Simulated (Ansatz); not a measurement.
# HS (charge -1): an active-space calculation

Run with the Python package of Ansatz (0.2.0).

Script `cas_hs.py`:
```python
"""Active-space calculation on HS(-)."""

import logging
import sys

import ansatz as az
from ase import Atoms

logging.basicConfig(stream=sys.stdout, format="%(levelname)s %(message)s")
log = logging.getLogger("hs")
log.setLevel(logging.INFO)


def main() -> None:
    atoms = Atoms(["S", "H"], positions=[
        [0.57066, -0.18654, 0.29345],
        [-0.57066, 0.18654, -0.29345],
    ])
    mol = az.Crystal.molecule_from_ase(atoms)

    calc = mol.calculation()
    calc = calc.basis(gaussian="cc-pVDZ")
    calc = calc.charge(-1)
    calc = calc.correlation(active_electrons=2, active_orbitals=3)
    for method in ["sc_nevpt2"]:
        data = (calc if method is None else calc.correlation(method)).run(threads=1).report
        space = data["configurations"]
        state = space["states"][0]
        print(method or "casscf", f"total {data['free_energy_ev'] / 27.211386246:.6f} Ha, active-space state {state['energy']['hartree']:.6f} Ha, mean field {data['reference_energy_ev'] / 27.211386246:.6f} Ha")
        print("  determinants", state["n_determinants"], " natural occupations", [round(n, 3) for n in space["natural_occupations"]])


if __name__ == "__main__":
    main()
```

```console
$ python cas_hs.py
sc_nevpt2 total -398.244502 Ha, active-space state -398.127475 Ha, mean field -398.107499 Ha
  determinants 9  natural occupations [1.973, 0.02, 0.006]
```

Notes:
- These settings explore the input space; basis and method may be short of convergence.
- The geometry is a force-field or estimated start, not a minimum of this method, and the basis set is short of its limit. The active space starts as a window about the frontier orbitals and is then optimised, not chosen by chemistry.
- Anions want diffuse functions, which this basis lacks.
- The whole script took 0.8 s on 1 thread of Arm Neoverse V2, on a shared host, peak memory 0.14 GiB.
